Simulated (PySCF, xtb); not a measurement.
C4H4N2, SMILES c1cnccn1.

GFN2-xTB (xtb 6.7.1) at its own geometry gives an orbital gap of 2.23 eV and a dipole moment of 0.00 D.

The structure is a stationary point at PBE0-D3(BJ)/def2-SVP.

Question: What does PBE/def2-TZVP run with PySCF give? (The exact figures need the calculation; the answer reports its results.)

Answer: gap 3.26 eV (levels -5.76 and -2.51 eV), dipole 0.00 D.
